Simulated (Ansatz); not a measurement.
## Worked example: C3H7FO + C4H8O → C3H8O2 + C4H7F

Species: C3H7FO `CC(O)CF`, singlet; C4H8O (cyclobutanol) `OC1CCC1`, singlet; C3H8O2 (1,2-propanediol) `CC(O)CO`, singlet; C4H7F `FC1CCC1`, singlet. The partners trade F for OH; both sit on C, so the bond types are kept.

Shapes, held fixed at every level: PBE0-D4/def2-TZVP. Flexible molecules stand in one conformer, not always the lowest. Programs: Ansatz 0.2.0. Electronic energies: no zero-point or thermal term.

At CCSD(T)/CBS estimate; 1 Eh = 2625.50 kJ/mol:

| species | energy (Eh) |
| --- | --- |
| C3H7FO | -293.330574 |
| C4H8O | -232.168278 |
| C3H8O2 | -269.315346 |
| C4H7F | -256.187082 |

Task: Work out ΔE of the reaction at this level.

Result: 
1. Products less reactants: (-269.315346) + (-256.187082) − [(-293.330574) + (-232.168278)] = -0.003576 Eh = -9.4 kJ/mol.

Other levels give -9.6 (r2SCAN-D4/def2-TZVPP) to -8.9 kJ/mol (CCSD(T)/def2-TZVPP). No measured value is set beside it here. The CBS estimate extrapolates MP2 from def2-TZVPP and def2-QZVPP and adds CCSD(T) − MP2 in the triple-zeta set, cores frozen.
